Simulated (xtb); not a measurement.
CH, SMILES [CH] (connectivity only; charge and spin as stated), charge +1, multiplicity 1. All values are semi-empirical tight-binding results from xtb (GFN2-xTB unless named), good for trends rather than for accurate numbers. The structure is a stationary point at GFN2-xTB.

```yaml
point_group_as_xtb_finds_it: C∞v
orbital_gap: 0.51 eV
static polarisability (D4 model): 9.1 bohr³
solvation energy, GFN2-xTB/ALPB(water): -93.3 kcal/mol
solvation energy, GFN2-xTB/ALPB(dmso): -79.4 kcal/mol
```

Computed IR lines (harmonic; lines under 4 % of the strongest left out, lines within 3 cm⁻¹ merged):
ν (cm⁻¹): 2036 (vs) (against the strongest line: vs over 80 %, s over 45 %, m over 15 %, w over 4 %, vw less)
